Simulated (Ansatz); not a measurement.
# AlPH (doublet): from Hartree-Fock to the top rungs, def2-QZVPP

One table from this session's results is given with a row withheld; the runs are named, their logs left out.

The runs use Ansatz 0.2.0, Gaussian basis; def2-QZVPP, core rule «outside noble gas», up to 10 orbitals frozen.

The runs, in order: UHF; ROHF; CCSD(T) on UHF.

### The geometry

The geometry is a PBE0/def2-TZVP stationary point (not a proven minimum) of the parent state, kept for this charge and spin.

3 atoms, charge 0, spin multiplicity 2.

Atoms are counted from 1 here; the program's logs count them from 0.

Bond lengths: Al1–P2 2.386 Å, Al1–H3 1.614 Å. Angles: P2–Al1–H3 114.3°.

Set-up of the first run:

Contents of in.yaml:

```yaml
crystal:
  periodic: [false, false, false]
  atoms:
    - {symbol: Al, position_ang: [0.000000, -0.107696, 1.237712]}
    - {symbol: P, position_ang: [0.000000, 0.051009, -1.143237]}
    - {symbol: H, position_ang: [0.000000, 1.315423, 1.999097]}
basis:
  gaussian: {orbitals: "def2-QZVPP.json"}
magnetization: {spin_polarized: true, initial_magnetization: 1}
hamiltonian: {xc: hf}
output: {orbitals: {seedname: orbitals}}
```

The run is started by

```
$ ansatz run in.yaml --threads 1 --pin off --events-out ev --progress --plain --max-ram 4096MiB --backend cpu
```

Steps of the session up to this table: UHF; ROHF; CCSD(T) on UHF.

One table of the session follows, with a row left open; its other results are not shown here.

It belongs to the step «Misses and costs». 

| method | from UCCSD(T) (kcal/mol) |
| --- | --- |
| ROHF | +163.46 |
| UHF | +131.90 |
| UMP2 | +27.45 |
| UCCSD | ? |
| UCCSD(T) | 0 |

Q: Estimate the row for UCCSD from the others.

**Answer.** from UCCSD(T) (kcal/mol): +6.53. In the column «from UCCSD(T) (kcal/mol)» it lies between UCCSD(T) (0) and UMP2 (+27.45).

Limits of these values: The determinant is far from a pure spin state, so its energy mixes those of several spin states (harmless only where they are near-degenerate, as at dissociation).
